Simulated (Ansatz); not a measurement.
input.yaml (Ansatz)

```yaml
crystal:
  lattice:
    - [-1.6498420624, 1.6498420624, 1.6498420624]
    - [1.6498420624, -1.6498420624, 1.6498420624]
    - [1.6498420624, 1.6498420624, -1.6498420624]
  atoms:
    - { symbol: Nb, position: [0.0, 0.0, 0.0], spin: 1.0, spin_axis: [0, 0, 1] }
hamiltonian:
  xc: r2scan
  pseudopotentials:
    kind: paw_fr
    azcp:
      Nb: "pseudopotentials/Nb.paw.azcp"
basis:
  ecutwfc: 500
  fft_grid_basis: typed
kpoints:
  mp_grid: { grid: [13, 13, 13], shift: [0, 0, 0] }
magnetization:
  noncollinear: true
  spin_orbit: true
scf:
  occupations: { method: fermi_dirac, width: 0.05 }
```

and its output:

```
Engine: ansatz 0.2.0, aarch64-unknown-linux-gnu
Pseudopotentials: kind: paw_fr
Pseudopotential: Nb, paw_fr, valence charge 13, recommended cutoff 500 eV (meta_gga) 
Functional definition: r2SCAN
  parameter k0 = 0.174
  parameter k1 = 0.065
  parameter a1 = 4.9479
  exchange = r2scan_x(k0 = k0, k1 = k1, a1 = a1)
  correlation = r2scan_c
Crystal: 1 atoms, lattice volume = 17.963 Å³
Basis set: ecut = 500 eV, 459 PW (Γ), exchange–correlation on 96×96×96 points (64 copies of the dense FFT grid, shifted against one another)
Bands: 22, of which v1, the nominal top of the filled ones, is band 13 counted from 1 (12 counted from 0)
Symmetry: 8 space group operations + 8 with time reversal
Magnetic group: BNS 139.537 (UNI 1197), of the structure as read, at distance tolerance 2.6e-5 Å
k-points: 196 of 2197 (time reversal used)
Projection manifold: j_resolved (fully-relativistic pseudo-atomic orbitals)
Non-local potential: Nb, projectors of the file, l = 0: 3, l = 1: 4, l = 2: 4, l = 3: 2
PAW form: soft (Blöchl's): semilocal exchange-correlation on the pseudo side does not see the compensation charge
PAW frozen core: Nb, regenerated for the run's functional (the file was generated under x = pbe(κ = 0.804, μ = 0.2195149727645171), c = pbe(β = 0.06672455060314922))
PAW one-centre angular grid: Nb, 590 points (default); XC on 160 Gauss nodes
Initial density: superposition of atomic densities (chi_scale 0.1, normalization cell)
Starting moments: Σ|m| = 1 μB on 1 of 1 site
Initial wavefunctions: pseudopotential atomic-orbital guess
Functional: x = r2scan, c = r2scan; τ floored in thin density (d = 2e-4 eV/Å³)
SCF iter   1: F=—  HF=-4558.458261 eV  |F-HF|=—  |Δ(HF+E_count)|=         —  Δρ=7.63e-2  dr2=1.22e0  dr2_τ=2.30e-2  dr2_m=2.33e-1  ethr=3.10e-3  |M|=4.16e-1 ∫|m|=4.16e-1 μB  |m|>n=0.0e0 m-floor=0.0e0 τ_xc=0.0e0  β_m=1.00  ⟨swp⟩=6.4  Hψ=23316  notcnv=0  defer=44
SCF iter   2: F=—  HF=-4558.285822 eV  |F-HF|=—  |Δ(HF+E_count)|=   1.72e-1  Δρ=4.20e-2  dr2=3.20e-1  dr2_τ=7.14e-3  dr2_m=6.64e-3  ethr=3.10e-3  |M|=2.44e-1 ∫|m|=2.44e-1 μB  |m|>n=0.0e0 m-floor=0.0e0 τ_xc=1.9e-5  β_m=1.00  ⟨swp⟩=2.4  Hψ=8958  notcnv=0  defer=484  κ⁻¹=1.0e0(r=1)
SCF iter   3: F=—  HF=-4558.245935 eV  |F-HF|=—  |Δ(HF+E_count)|=   3.99e-2  Δρ=1.59e-2  dr2=1.62e-2  dr2_τ=3.62e-3  dr2_m=1.29e-3  ethr=2.46e-3  |M|=1.51e-1 ∫|m|=1.51e-1 μB  |m|>n=0.0e0 m-floor=0.0e0 τ_xc=2.4e-5  β_m=1.00  ⟨swp⟩=2.5  Hψ=7401  notcnv=0  defer=484  κ⁻¹=4.0e-3(r=2)
SCF iter   4: F=—  HF=-4558.257277 eV  |F-HF|=—  |Δ(HF+E_count)|=   1.13e-2  Δρ=3.49e-3  dr2=5.39e-4  dr2_τ=8.00e-5  dr2_m=5.01e-4  ethr=1.25e-4  |M|=9.78e-2 ∫|m|=9.78e-2 μB  |m|>n=0.0e0 m-floor=0.0e0 τ_xc=2.3e-5  β_m=1.00  ⟨swp⟩=3.0  Hψ=8151  notcnv=0  defer=484  κ⁻¹=1.3e-4(r=3)
SCF iter   5: F=—  HF=-4558.260591 eV  |F-HF|=—  |Δ(HF+E_count)|=   3.31e-3  Δρ=2.29e-3  dr2=5.93e-5  dr2_τ=2.20e-5  dr2_m=2.16e-4  ethr=4.15e-6  |M|=6.42e-2 ∫|m|=6.42e-2 μB  |m|>n=0.0e0 m-floor=0.0e0 τ_xc=1.7e-5  β_m=1.00  ⟨swp⟩=2.0  Hψ=7394  notcnv=0  defer=484  κ⁻¹=1.4e-5(r=4)
...
SCF iter  12: F=—  HF=-4558.265159 eV  |F-HF|=—  |Δ(HF+E_count)|=   6.67e-7  Δρ=2.15e-6  dr2=2.97e-10  dr2_τ=2.02e-11  dr2_m=2.35e-10  ethr=1.33e-11  |M|=6.94e-6 ∫|m|=3.03e-5 μB  |m|>n=0.0e0 m-floor=0.0e0 τ_xc=1.6e-9  β_m=0.30  ⟨swp⟩=3.0  Hψ=10180  notcnv=0  κ⁻¹=3.0e-6(r=6)
SCF iter  13: F=—  HF=-4558.265159 eV  |F-HF|=—  |Δ(HF+E_count)|=   2.25e-8  Δρ=2.08e-6  dr2=4.81e-11  dr2_τ=1.08e-11  dr2_m=1.84e-10  ethr=2.28e-12  |M|=3.24e-6 ∫|m|=1.91e-5 μB  |m|>n=0.0e0 m-floor=0.0e0 τ_xc=2.0e-10  β_m=0.65  ⟨swp⟩=3.0  Hψ=10160  notcnv=0  κ⁻¹=4.8e-7(r=7)
SCF iter  14: F=—  HF=-4558.265159 eV  |F-HF|=—  |Δ(HF+E_count)|=   3.99e-9  Δρ=8.03e-7  dr2=2.39e-12  dr2_τ=1.77e-12  dr2_m=2.65e-11  ethr=1.00e-12  |M|=5.85e-6 ∫|m|=7.39e-6 μB  |m|>n=0.0e0 m-floor=0.0e0 τ_xc=1.5e-12  β_m=0.82  ⟨swp⟩=3.0  Hψ=10128  notcnv=0  κ⁻¹=1.6e-7(r=8)
SCF iter  15: F=-4558.265159 eV  HF=-4558.265159 eV  |F-HF|=6.28e-11  |Δ(HF+E_count)|=  1.29e-10  Δρ=8.72e-8  dr2=8.77e-14  dr2_τ=1.79e-14  dr2_m=3.31e-13  ethr=1.00e-12  |M|=1.92e-6 ∫|m|=2.29e-6 μB  |m|>n=0.0e0 m-floor=0.0e0 τ_xc=2.6e-14  ⟨swp⟩=2.0  Hψ=7612  notcnv=0
WARN: the starting moments were not kept: the SCF closed with an absolute magnetisation of 2.2e-6 μB, where they sum to 1 μB in size (1 site). That is at most 0.1 of that sum. Measured as dr2_m measures the in/out step, that magnetisation stands 1.4e-12 eV from none, at or under the dr2_threshold of 1.0e-7 eV: it is no larger than a step whose dr2_m would equal this threshold. The system may hold no moment; this SCF shows only that its start led to no more than that. To try another start: raise the starting moments (crystal.atoms[].spin, magnetization.per_species, magnetization.initial_magnetization, or on a non-collinear deck that types none of these the spinor_matrix: blocks that start its atoms; where the total moment is fixed, keep their sum and leave initial_magnetization as it is; typed ones take the place of any that the run laid by itself, positive ones on a crystal's lanthanoids without a Hubbard term where scf.initial_density.shell_occupations: [] is typed) or, if the notice of its spin-set hold's release reads "site moments contracting" or "site moments show no strong build", lengthen the hold (scf.mixing.spin_hold: { on: { confirm: 4 } }; for m-r²SCAN on two components see the key's manual first). Each may lead to a state that holds a moment. A second SCF, from the converged charge density, with the starting moments and any scf.initial_density.shell_occupations laid on it anew, would have followed, and was not run: the deck does not ask for one (magnetization.retry_lost_moments is false, the default). To let it run, set magnetization.retry_lost_moments: true and run the deck again, where that key's refused combinations let it; where memory then withholds it, that run's warning says so.
SCF 1 converged in 15 iterations: F = -4558.265159 eV  dr2 = 8.77e-14
SCF converged after 15 iterations
Stability not checked: this state was not tested for a lower state beside it, because the mixer in use, unlike msr1, does not test its closes by its own steps (another_mixer; see scf.mixing.algorithm and scf.lower_state_search)
Magnetization: |M| = 0.0000 μB,  M = (+0.0000, -0.0000, -0.0000) μB
Absolute magnetization: 0.0000 μB (∫|m|, with the PAW one-centre terms)
  site 0: m = (-0.0000, -0.0000, -0.0000) μB, |m| = 0.0000 μB  (R = 1.18 Å)
Free energy (F): -4558.265159 eV
Harris-Foulkes:  -4558.265159 eV  (|F-HF|=6.28e-11)
Internal energy: -4558.255680 eV  (E = F + TS)
E sigma→0 (E₀):  -4558.260420 eV
Entropy (-TS):   -0.009479 eV (-9.479 meV/atom)
Fermi energy:    17.802201 eV
--- Per-component energies (eV) ---
  E_band       = -77.678406
  E_kinetic    = 394.254985
  E_local      = -689.459472  (includes V_loc(G=0)·N_el)
  E_nonlocal   = 119.477987
  E_hartree    = 214.176158
  E_xc         = -169.720918
  E_vxc        = -236.887832  (∫ρ·V_xc dr)
  E_paw        = -3084.811808  (= ΣΔE_a)
  E_vpaw       = -108.362173  (= ΣTr[D̂ρ^β])
  E_aug_tail   = 0.000004  (compensation charges beyond the density's cutoff)
  E_vtau       = 14.945784  (kinetic-family band-sum trace: ∫τ·v_τ [+ j·A + Jᵃ·Aᵃ] dr)
  E_ewald      = -1341.980042
  E_core_change = -0.192576  (= ΣΔE_core)
  E_smearing   = -0.009479  (= −TS)
  E_closure    = -0.000000  (closes the sum)
  Σ components = -4558.265159   (vs F -4558.265159, Δ=0.00e0)
```
